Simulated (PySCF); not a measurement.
**How well do the runs reproduce experiment for fluoroethane?**

**The experiment to reproduce.**

From NIST CCCBDB Release 22 (SRD 101), experimental dipoles, for the gas: dipole moment 1.96 D.

From NIST CCCBDB Release 22 (SRD 101), experimental polarizabilities, for the gas: mean polarisability 4.164 Å³.

How close the calculation comes is told at the end.

Fluoroethane, C2H5F.
SMILES with atom numbers: `[CH3:1][CH2:2][F:3]` (hydrogens: H4, H5, H6 on C1; H7, H8 on C2)

Cartesian coordinates in Å at the GFN2-xTB level; atoms count from 1:
```xyz
8
C2H5F angstrom
C     -0.779   -0.013   -0.050
C      0.736   -0.061    0.016
F      1.233    1.145    0.449
H     -1.190    0.202    0.933
H     -1.099    0.765   -0.738
H     -1.158   -0.970   -0.394
H      1.179   -0.243   -0.969
H      1.087   -0.815    0.728
```

The PySCF runs (gas phase, on this GFN2-xTB geometry; no spin–orbit coupling):

```csv
level,job,basis functions,wall time
B3LYP/def2-SVPD,"8 singlets by full TDDFT, 3 Tamm–Dancoff triplets, polarisability",103,7.7 s
```

Hardware: x86-64 server, one thread, shared host.

**Comparison with experiment**

**Dipole moment.** Measured: 1.96 D (NIST CCCBDB Release 22 (SRD 101), experimental dipoles).

| level | computed (D) | computed − measured (D) | % (from the printed values) |
| --- | --- | --- | --- |
| B3LYP/def2-SVPD | 1.92 | -0.04 | -2 |

The computed dipoles belong to one fixed geometry; measured ones are averaged over vibrations unless marked μe. Magnitudes are compared, not signs.

**Mean polarisability.** Measured: 4.164 Å³ (NIST CCCBDB Release 22 (SRD 101), experimental polarizabilities).

```json
{"level": "B3LYP/def2-SVPD", "computed (Å³)": "4.244", "computed − measured (Å³)": "+0.080", "% (from the printed values)": "+2"}
```

The computed values are static and purely electronic, with core orbitals frozen in the response (1 au = 0.148185 Å³). The table of measured values doesn't say here whether a value is static or optical, or holds a vibrational part.

The geometry is computed, not the measured one. Where a level misses, the cause wasn't examined.
